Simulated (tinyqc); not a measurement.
Harmonic frequencies on the unrestricted LDA (VWN5)/sto-6g surface (energies and gradients from PySCF), for OH+, spin multiplicity 3, step by step. Computed by tinyqc, a small Python program that keeps every step (integrals from PySCF). Settings: charge = 1, multiplicity = 3, basis = sto-6g, functional = lda,vwn, delta = 0.002. Command: `OMP_NUM_THREADS=1 python tinyqc.py 22450 22451 out.jsonl` (the two numbers bound the seeds that draw the settings). One thread of a shared host (Intel(R) Xeon(R) Processor @ 2.60GHz), about 6 s of CPU time with the checks.

## One row of the Hessian: 2Hz

optimised positions (bohr):
```
,x,y,z
1O,0.000000,0.000000,-0.192366
2H,0.000000,0.000000,1.946024
```

gradient at +delta (hartree/bohr):
```
,x,y,z
1O,0.00000000,0.00000000,-0.00062929
2H,0.00000000,0.00000000,0.00063030
```

gradient at -delta (hartree/bohr):
```
,x,y,z
1O,0.00000000,0.00000000,0.00061267
2H,0.00000000,0.00000000,-0.00061171
```

Displace 2Hz by +/-0.002 bohr; H(k, :) = (g(+) - g(-)) / (2 delta).

row of the Hessian (hartree/bohr^2): 1Ox 0.00000000, 1Oy 0.00000000, 1Oz -0.31048940, 2Hx 0.00000000, 2Hy 0.00000000, 2Hz 0.31050203

## Hessian by finite differences

All rows are made in the same way, and the matrix is symmetrised.

Hessian (symmetrised) (hartree/bohr^2), lower triangle:
```
,1Ox,1Oy,1Oz,2Hx,2Hy,2Hz
1Ox,-0.00000984
1Oy,0.00000000,-0.00000984
1Oz,0.00000000,0.00000000,0.31048940
2Hx,0.00000214,0.00000000,0.00000000,0.00000557
2Hy,0.00000000,0.00000214,0.00000000,0.00000000,0.00000557
2Hz,0.00000000,0.00000000,-0.31049572,0.00000000,0.00000000,0.31050203
```

## Normal modes

masses (u): 1O 15.994915, 2H 1.007825

Diagonalise H_ij / sqrt(m_i m_j); the 5 smallest eigenvalues belong to translations and rotations; wavenumber = sqrt(eigenvalue / 1822.888) x 219474.63; each mode has its largest component positive (the first on a tie); zero-point energy = sum of wavenumbers / 2, with 349.755 1/cm per kcal/mol.

eigenvalues of the mass-weighted Hessian (hartree/(bohr^2 u)): -0.000001  -0.000001  0.000000  0.000006  0.000006  0.327503

harmonic wavenumbers of the vibrations (1/cm): 2941.8

mass-weighted modes:
```
,mode 1
1Ox,0.000000
1Oy,0.000000
1Oz,-0.243458
2Hx,0.000000
2Hy,0.000000
2Hz,0.969911
```

zero-point energy = 4.205502 kcal/mol
